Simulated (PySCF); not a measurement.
Geometries of 2 isomers of [C3H3F2S]- (charge -1), from PySCF, PBE0-D3(BJ)/def2-SVP geometry optimisation, gas phase. One conformer each, no zero-point energy, no frequencies.

Task: Which isomer lies lower at this level?
A.
```xyz
9
angstrom
F     -1.878   -0.403    1.177
C     -1.140   -0.107    0.044
F     -1.864   -0.702   -0.975
C      0.237   -0.594    0.121
C      1.321    0.241    0.022
S      1.400    1.932   -0.200
H     -1.157    0.985   -0.108
H      0.372   -1.672    0.267
H      2.291   -0.285    0.101
```
B.
```xyz
9
angstrom
C     -1.291    0.016   -0.210
C     -0.103    0.627    0.039
S      0.247    2.303    0.231
C      1.123   -0.245    0.160
F      1.882   -0.211   -0.973
F      0.845   -1.576    0.360
H     -1.361   -1.072   -0.298
H     -2.200    0.614   -0.319
H      1.755    0.098    0.997
```

Result: A. That is `FC(F)/C=C\[S-]`, 5.1 kcal/mol below the other.

| SMILES | atoms numbered as above | E (Eh) | relative (kcal/mol) | relative (kJ/mol) | dipole about centre of mass (D) |
| --- | --- | --- | --- | --- | --- |
| FC(F)/C=C\[S-] | [F:1][CH:2]([F:3])/[CH:4]=[CH:5]\[S-:6] | -713.20284 | 0.0 | 0.0 | 3.68 |
| C=C([S-])C(F)F | [CH2:1]=[C:2]([S-:3])[CH:4]([F:5])[F:6] | -713.19473 | 5.1 | 21.3 | 4.18 |
